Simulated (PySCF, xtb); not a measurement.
BeH, SMILES [BeH+], charge +1.

Harmonic wavenumbers (cm⁻¹) from xtb 6.7.1 with GFN2-xTB at its own minimum, in rising order: 1449.

Task: What does PBE0-D3(BJ)/def2-TZVPD (PySCF) give at its own minimum? (The exact figures need the calculation; the answer reports its results.)

Result: 2191. Paired by order, the mean absolute difference is 742 cm⁻¹ and the zero-point energies are 2.1 and 3.1 kcal/mol.
